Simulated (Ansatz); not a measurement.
Relaxation of H₇PSi (9 atoms, charge 0, multiplicity 1), to a largest force component of 0.03 eV/Å in at most 50 steps.

Level of theory: RKS PBE0-D4/6-31G* (Ansatz 0.2.0).

```xyz
9
Properties=species:S:1:pos:R:3
Si -0.540 -0.043 -0.353
H 0.114 -0.006 2.238
H 0.749 0.328 0.303
H -0.760 0.907 -1.490
H -0.387 -1.422 -0.920
P -2.264 0.177 1.005
H -3.211 -0.192 0.007
H -2.196 -1.130 1.559
H -0.330 0.070 2.784
```

Where does it end, and by what steps?

The forces met the threshold. After 8 steps the energy has fallen by 0.224 eV; H2 moved furthest, 0.76 Å.

| step | energy less start (eV) | largest force component (eV/Å) | accepted |
| --- | --- | --- | --- |
| 0 | 0.0000 | 1.361 | yes |
| 1 | -0.1498 | 0.194 | yes |
| 2 | -0.1953 | 0.104 | yes |
| 3 | -0.2144 | 0.096 | yes |
| 4 | -0.2165 | 0.153 | yes |
| 5 | -0.2221 | 0.124 | yes |
| 6 | -0.2228 | 0.092 | yes |
| 7 | -0.2233 | 0.054 | yes |
| 8 | -0.2236 | 0.020 | yes |

```xyz
9
Properties=species:S:1:pos:R:3
Si -0.625 -0.049 -0.597
H 0.458 0.011 2.919
H 0.611 0.245 0.179
H -0.746 0.947 -1.697
H -0.502 -1.411 -1.190
P -2.404 0.206 0.772
H -3.338 -0.363 -0.139
H -2.198 -1.018 1.468
H -0.081 0.119 3.419
```

Whether the end is a true minimum wasn't checked by a vibrational analysis.

Run time: 20 s on 1 thread of Arm Neoverse V1, with other jobs on the host, peak memory 0.11 GiB.
